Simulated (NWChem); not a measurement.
# water (H₂O); SMILES O

Results from NWChem. Each level has its own optimisation; frequencies are unscaled.

Taking PBE0/aug-cc-pVTZ as the yardstick, which of these has the fewest basis functions while keeping “highest harmonic frequency (cm⁻¹)” within 10 cm⁻¹ of it: PBE0/cc-pVTZ; PBE0/aug-cc-pVDZ; PBE0/cc-pVDZ?

PBE0/aug-cc-pVDZ.
```json
[
 {"level": "PBE0/cc-pVDZ", "basis functions": "24", "highest harmonic frequency (cm⁻¹)": "3931", "relative time (rough)": "1"},
 {"level": "PBE0/aug-cc-pVDZ", "basis functions": "41", "highest harmonic frequency (cm⁻¹)": "3965", "relative time (rough)": "2"},
 {"level": "PBE0/cc-pVTZ", "basis functions": "58", "highest harmonic frequency (cm⁻¹)": "3966", "relative time (rough)": "3"},
 {"level": "PBE0/aug-cc-pVTZ", "basis functions": "92", "highest harmonic frequency (cm⁻¹)": "3964", "relative time (rough)": "10"}
]
```

The yardstick is one finite set, not the basis-set limit.
